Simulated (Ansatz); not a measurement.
C2H3B⁻, that is BH2(CCH) with one electron more. Total charge -1; doublet. Geometry PBE0-D4/def2-TZVP, that of the neutral singlet; atoms count from 1.

```xyz
6

B     0.9052   -0.1684    0.6602
H     1.6469   -1.0751    0.4318
H     1.1135    0.5618    1.5810
C    -0.2938    0.0545   -0.2139
C    -1.2602    0.2343   -0.9189
H    -2.1116    0.3929   -1.5402
```

The highest occupied level of the charge -1 doublet lies above zero (up to 1.50 eV). By energy differences its removal costs 0.49 eV (vertical, to the charge 0 singlet, at PBE0-D4/def2-TZVPD); a positive level beside a positive removal energy at the same level points to self-interaction error.

(1) Estimate the Mulliken populations from the PBE0/def2-TZVPD orbitals of Ansatz.

(2) Where does the spin sit?

(3) And the Mayer bond orders between bonded heavy atoms (over 0.3)?

Results:

(1) 
| atom | charge (e) | spin (α − β) |
| --- | --- | --- |
| B1 | -0.78 | 0.89 |
| H2 | -0.02 | -0.05 |
| H3 | -0.02 | -0.05 |
| C4 | -0.08 | -0.24 |
| C5 | -0.26 | 0.49 |
| H6 | 0.16 | -0.03 |
Mulliken values and Mayer orders depend strongly on the basis. With diffuse functions, as here, like atoms can get unlike values, and bond orders can come out too low or too high.

(2) Summed by element: B 0.89, H -0.14, C 0.25, of 1 unpaired in all. Largest on single atoms: B1 0.89, C5 0.49, C4 -0.24.

(3) B1–C4 1.32 (1.50 Å); C4–C5 2.13 (1.21 Å). Values over 0.3 also appear between atoms too far apart for a bond (B1–C5 0.34 at 2.71 Å); they arise where an orbital or an unpaired electron spreads over both atoms.
